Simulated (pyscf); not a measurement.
## Four-centre exchange: O=SiH₂ + H₂O → O=SiH₂ + H₂O

Gas phase, singlet surface, charge 0. Bonds broken: Si2–H3, O5–H6. Bonds formed: Si2–H6, H3–O5. Structures and frequencies: ωB97X-D3(BJ)/def2-SVP in PySCF. Correlated levels are frozen-core, on RHF or UHF. ΔMP2 is the change of the MP2 total energy from the triple- to the quadruple-zeta basis.

Transition state (Å):

```xyz
7

O      0.0921    -0.1455     1.5865
Si    -0.7756     0.1026     0.3611
H     -0.5607    -1.4725    -0.9949
H     -2.1986     0.4548     0.2266
O     -0.1746     0.0025    -1.2498
H      0.1609     1.4726    -0.9088
H      0.7767    -0.2316    -1.2135
```

One imaginary mode, 1500i cm⁻¹; descent along it reached the two sides named, in the forms told below.

```tsv
bond	change	reactant side (Å)	saddle	product side
Si2–H3	breaks	1.496	2.089	2.583
O5–H6	breaks	0.983	1.546	2.7
Si2–H6	forms	2.241	2.090	1.489
H3–O5	forms	2.6	1.546	0.970
```

Electronic energies relative to the separated reactants (kcal/mol):

```csv
level,barrier,reaction energy,reverse barrier
ωB97X-D3(BJ)/def2-TZVP,101.7,0.0,101.7
PBE/def2-TZVP,79.7,0.0,79.7
r²SCAN/def2-TZVP,85.2,0.0,85.2
B3LYP-D3(BJ)/def2-TZVP,90.6,0.0,90.6
PBE0-D3(BJ)/def2-TZVP,91.6,0.0,91.6
M06-2X/def2-TZVP,98.7,0.0,98.7
ωB97M-D3(BJ)/def2-TZVP,97.5,0.0,97.5
HF/def2-TZVP,135.7,0.0,135.7
MP2/def2-QZVPP,95.9,0.0,95.9
CCSD/def2-TZVPP,101.3,0.0,101.3
CCSD(T)/def2-TZVPP,91.9,0.0,91.9
CCSD(T)/def2-TZVPP + ΔMP2(QZVPP),91.9,0.0,91.9
```

With CCSD(T)/def2-TZVPP + ΔMP2(QZVPP) energies and thermal terms (ideal gas, 1 atm, RRHO with modes under 100 cm⁻¹ raised to 100, one conformer, R ln 2 for chiral ones without a mode under 150 cm⁻¹), in kcal/mol:

| T (K) | ΔH‡ | ΔG‡ | ΔH | ΔG |
|---|---|---|---|---|
| 298 | 87.5 | 97.9 | 0.0 | 0.0 |
| 600 | 88.0 | 108.3 | 0.0 | 0.0 |
| 900 | 89.1 | 118.3 | 0.0 | 0.0 |
| 1200 | 90.3 | 127.8 | 0.0 | 0.0 |

On the reactant side the descent ends in an adduct with a O–Si contact, 22.0 kcal/mol under the separated species and 123.7 kcal/mol under the saddle at ωB97X-D3(BJ)/def2-TZVP. On the product side the descent ends in an adduct with a O–Si contact, 22.0 kcal/mol under the separated species and 123.7 kcal/mol under the saddle at ωB97X-D3(BJ)/def2-TZVP. The same reactants have a lower exit, to HO–SiH₂–OH (barrier -19.1 kcal/mol at ωB97M-D3(BJ), against +97.5 kcal/mol here). One saddle was located; it need not be the lowest between these sides. A restricted solution here is unstable towards spin polarisation, so biradical character is likely and single-reference numbers are less safe. The CCSD(T) − MP2 part came from Ansatz, without density fitting, on the same reference.
